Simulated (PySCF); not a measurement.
C₄H₅F₂ (charge +1).
Bonds: C1–C2, C2–C3, C3–C4 (double), C4–F5, C4–F6. Hydrogens: H7, H8, H9 on C1; H10 on C2; H11 on C3.

Structure optimised with GFN2-xTB, isolated species.

List the bond lengths, angles and torsions at this level.

| bond | length (Å) | order |
| --- | --- | --- |
| C1–C2 | 1.433 | single |
| C2–C3 | 1.388 | single |
| C3=C4 | 1.373 | double |
| C4–F5 | 1.281 | single |
| C4–F6 | 1.288 | single |
| C1–H7, C1–H9 | 1.100 | single |
| C1–H8 | 1.087 | single |
| C2–H10 | 1.087 | single |
| C3–H11 | 1.084 | single |

Bonds in one row agree within 0.01 Å and their mean is given. Orders are formal, as drawn. A selection of angles:
| angle | degrees |
| --- | --- |
| C2–C1–H7 | 109.6 |
| C2–C1–H8 | 114.4 |
| H7–C1–H8 | 110.7 |
| H7–C1–H9 | 100.9 |
| C1–C2–C3 | 124.0 |
| C1–C2–H10 | 117.6 |
| C3–C2–H10 | 118.3 |
| C2–C3–C4 | 122.3 |
| C2–C3–H11 | 120.8 |
| C4–C3–H11 | 116.9 |
| C3–C4–F5 | 123.5 |
| C3–C4–F6 | 124.3 |
| F5–C4–F6 | 112.2 |

Dihedral angles: C1–C2–C3–C4 179° (antiperiplanar); C2–C3–C4–F5 180° (antiperiplanar).

C3 (carbon bonded to 2 C and H) is planar (angles 122.3°, 120.8° and 116.9°, sum 360.0°, 0.00 Å off the plane of its three neighbours). Of the pairs four or more bonds apart, F6···H10 is among the closest relative to their van der Waals radii: 2.54 Å, 95 % of the sum of Bondi's values. C2 (carbon bonded to 2 C and H) is planar (angles 124.0°, 118.3° and 117.6°, sum 360.0°, 0.00 Å off the plane of its three neighbours). The 3 C–C bonds span 1.373 Å (C3=C4, drawn double in one of several resonance forms) to 1.433 Å (C1–C2, drawn single), a spread of 0.060 Å. The 6 heavy atoms lie in one plane (0.004 Å rms). C4 (carbon bonded to C and 2 F) is planar (angles 124.3°, 123.5° and 112.2°, sum 360.0°, 0.00 Å off the plane of its three neighbours).

Point group: Cs (tolerance 0.08 Å). No GFN2-xTB frequencies stand behind this structure, so it isn't proved a minimum.

One conformer stands for the species.

The numbers are calculated, not measured.
